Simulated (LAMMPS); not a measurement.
**Diamond-structure Ge**

Level of theory: the machine-learned potential SNAP Ge_Zuo_JPCA2020.quadratic.snap (LAMMPS).

Cell: relaxed at this level.

- equilibrium lattice constant a: 5.775 Å
- equilibrium volume per atom: 24.08 Å³/atom

Measured, for comparison: lattice constant a 5.644 Å, equilibrium volume per atom 22.47 Å³/atom (static lattice: zero-point anharmonic expansion removed; as tabulated in Mejia-Rodriguez and Trickey (2018), arXiv:1807.09216). Computed (rounded) less measured: lattice constant a +2.3 %, equilibrium volume per atom +7.2 %.

A machine-learned potential is trained on density-functional data: it inherits that level's misses and adds fitting errors of its own.

Note: this model's volume lies 6 % above that of the starting cell (a measured, published or database cell).
